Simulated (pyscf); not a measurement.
PySCF, gas phase, ωB97X-D3(BJ)/def2-SVP geometries.

F–GeH₂–F (SMILES [F][GeH2][F]) + NH₃ (SMILES N) -> HF (SMILES F) + H₂N–GeH₂–F (SMILES [NH2][GeH2][F])
Surface: singlet. Broken: F–Ge, H–N. Formed: F–H, Ge–N. Give ΔE‡ and ΔE from PBE0-D3(BJ)/def2-TZVP, relative to the separated reactants.

ΔE‡ = 0.31 eV, ΔE = +0.49 eV. ωB97M-D3(BJ)/def2-TZVP gives 0.44 eV and +0.54 eV. Zero-point energy shifts the barrier by +0.01 eV. It is a four-centre exchange, with an imaginary mode of 695i cm⁻¹. On the reactant side the descent ends in an adduct with a Ge–N contact, 0.19 eV under the separated species and 0.59 eV under the saddle at ωB97X-D3(BJ)/def2-TZVP. On the product side the descent ends in a bound adduct, 0.47 eV under the separated species and 0.35 eV under the saddle at ωB97X-D3(BJ)/def2-TZVP. At PBE0-D3(BJ) the saddle lies under the separated products, which points to a path from their complex (located at ωB97X-D3(BJ) alone), and parting the products costs more than the saddle. What is counted as formed (Ge–N) is already present as a longer contact in the reactant adduct; forming that adduct is a step of its own. One saddle was located; it need not be the lowest between these sides. Elements up to Kr have no core potential and no relativistic terms here.
